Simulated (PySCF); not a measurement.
Gas-phase reaction: AlH₃.NH₃ + 2 Cl → AlCl₂NH₂ + 2 H₂

Energies from PySCF, thermal terms from the rigid-rotor harmonic-oscillator model, ideal gas at 1 bar. † marks an energy on the PBE0/def2-TZVP geometry and frequencies; other levels use their own. MP2 freezes the core. 6-31G* has spherical d functions here. Open shells (unrestricted): Cl (multiplicity 2, electronic degeneracy 6); the rest are closed-shell singlets. Spin-orbit splitting is ignored; it lowers the true energy and changes the entropy of Cl. B3LYP is the form with VWN-RPA correlation. Adducts (AlH₃.NH₃) have no counterpoise correction, and HF, PBE, BLYP, B3LYP and PBE0 lack dispersion. AlH₃.NH₃, AlCl₂NH₂: computed as isolated molecules; such fragments, hydroxides, amides, oligomers or adducts are transient or little studied in the gas. MP2 isn't extrapolated to the basis-set limit; its ΔH°(298 K) is -652.8 kJ in def2-SVP and -727.6 kJ in def2-TZVPP. The harmonic model lacks anharmonicity and excited electronic states, which grow with temperature; levels with a mode under 35 cm⁻¹ are left out.

| level | ΔE electronic, kJ | ΔH°(298 K), kJ | ΔS°(298 K), J/K | ΔG°(1000 K), kJ |
|---|---|---|---|---|
| B3LYP/6-31G* | -620 | -639 | -22 | -624 |
| HF/def2-TZVP† | -520 | -538 | -23 | -522 |
| MP2/def2-SVP† | -635 | -653 | -23 | -638 |
| PBE0/def2-TZVP | -667 | -685 | -23 | -670 |
| r2SCAN/def2-TZVP† | -695 | -713 | -23 | -697 |
ΔH° is lowest at r2SCAN/def2-TZVP† and highest at HF/def2-TZVP†. No reference value is set beside these.
